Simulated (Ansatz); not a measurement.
A nudged elastic band was laid between two geometries of C2H7N (10 atoms, charge 0, multiplicity 1).

The calculation used RHF/def2-TZVP (Ansatz 0.2.0).

* movable images: 5
* climbing image: yes
* spring: 5.0 eV/Å²
* optimiser: quadratic models (default)
* start path: through a guess of the saddle point
* force threshold: 0.03 eV/Å
* iteration limit: 60
* end points: relaxed

First end point:

```xyz
10
Properties=species:S:1:pos:R:3
C -0.790 0.496 -0.524
C 0.079 -0.652 -0.018
N 1.192 -0.266 0.829
H -1.598 0.127 -1.148
H -0.205 1.196 -1.113
H -1.231 1.044 0.304
H 0.479 -1.202 -0.863
H -0.535 -1.352 0.539
H 0.875 0.209 1.649
H 1.816 0.350 0.349
```

Last end point:

```xyz
10
Properties=species:S:1:pos:R:3
C -0.802 0.508 -0.637
C 0.067 -0.557 0.009
N 1.227 0.043 0.648
H -1.659 0.059 -1.129
H -0.235 1.069 -1.370
H -1.176 1.208 0.105
H 0.425 -1.241 -0.753
H -0.540 -1.145 0.700
H 1.824 -0.653 1.044
H 0.953 0.658 1.386
```

Question: Which bonds break or form, and what moves?

Answer: No bond is made or broken. The dihedral C1–C2–N3–H9 goes from 60 to -178°.

Question: Give the energies along the band, and the barrier.

Answer: The run converged. The highest image is number 3 of 0 to 6, 9.6 kJ/mol above the first end and 10.3 kJ/mol above the last; the last end lies 0.6 kJ/mol below the first. A vibrational analysis at the climbing image gives one clearly imaginary mode, 290i cm⁻¹: a first-order saddle point.

| image | path coordinate (Å) | energy (kJ/mol) | dihedral C1–C2–N3–H9 (°) |
| --- | --- | --- | --- |
| 0 | 0.00 | 0.0 | 60 |
| 1 | 0.40 | 2.2 | 79 |
| 2 | 0.79 | 7.1 | 100 |
| 3 | 1.19 | 9.6 | 121 |
| 4 | 1.60 | 6.9 | 142 |
| 5 | 2.01 | 1.7 | 163 |
| 6 | 2.43 | -0.6 | -178 |

Question: What is the geometry of the highest image?

Answer: 
```xyz
10
Properties=species:S:1:pos:R:3
C -0.759 0.498 -0.601
C 0.067 -0.632 -0.006
N 1.257 -0.158 0.694
H -1.606 0.107 -1.155
H -0.160 1.092 -1.285
H -1.137 1.156 0.176
H 0.367 -1.305 -0.803
H -0.555 -1.212 0.670
H 1.268 -0.433 1.651
H 1.341 0.835 0.661
```

Question: What are the harmonic wavenumbers there?

Answer: 290i, 294, 438, 843, 867, 959, 1091, 1163, 1257, 1360, 1425, 1517, 1549, 1607, 1613, 1650, 1796, 3150, 3153, 3166, 3210, 3218, 3741, 3819 cm⁻¹.

The band took 5 iterations and of the order of 50 core-seconds.

The run took 26 s on 2 threads of Arm Neoverse V1, on a shared host, peak memory 0.22 GiB.
